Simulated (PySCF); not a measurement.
1,4-dioxene, C₄H₆O₂, SMILES C1=COCCO1, point group C2.

Level: PBE0/pcSseg-1 in PySCF (density fitting, grid level 2); geometry and Hessian at that level, cubic constants and property derivatives from steps of ±0.6 along each species' dimensionless normal coordinates, second-order vibrational perturbation theory. The parent has the commonest isotopes.

Equilibrium geometry (Å):

```csv
atom,x,y,z
C1,1.2954,-0.7057,0.0415
C2,1.3342,0.6286,0.0425
O3,0.2250,1.4196,-0.0345
C4,-0.9177,0.6820,-0.4260
C5,-0.9852,-0.6270,0.3352
O6,0.1394,-1.4307,0.0312
H7,2.1898,-1.3184,0.0559
H8,2.2611,1.1883,0.0982
H9,-0.8686,0.4777,-1.5060
H10,-1.7887,1.3104,-0.2200
H11,-1.0072,-0.4232,1.4162
H12,-1.8728,-1.2044,0.0617
```

Problem. Give the equilibrium and ground-state rotational constants (MHz) of parent; ²H at 7.

Solution. 
```
species      Ae      Be      Ce      A0      B0      C0  Δ0 (u Å²)  harmonic ZPE (cm⁻¹)
 parent  5757.9  5020.5  2893.9  5696.1  4991.6  2869.8    -13.863                21788
²H at 7  5526.3  4914.4  2800.7  5469.6    4885  2777.6    -13.909                21070
```

Δ0 = Ic − Ia − Ib from the ground-state constants.

Problem. How is the parent's vibrational correction B0 − Be made up?

Solution. 
```csv
axis,harmonic,Coriolis,cubic,total (MHz)
a,6.52,-6.68,-61.6,-61.8
b,5.54,-4.09,-30.3,-28.9
c,1.23,-0.594,-24.8,-24.2
```

Problem. And its quartic centrifugal distortion constants from the harmonic force field?

Solution. Asymmetric top, A reduction, IIIr representation: ΔJ = 1.49 kHz, ΔJK = -2.77 kHz, ΔK = 1.5 kHz, δJ = 0.101 kHz, δK = -1.87 kHz.

A mode lies under 250 cm⁻¹, where this perturbation treatment is rough.
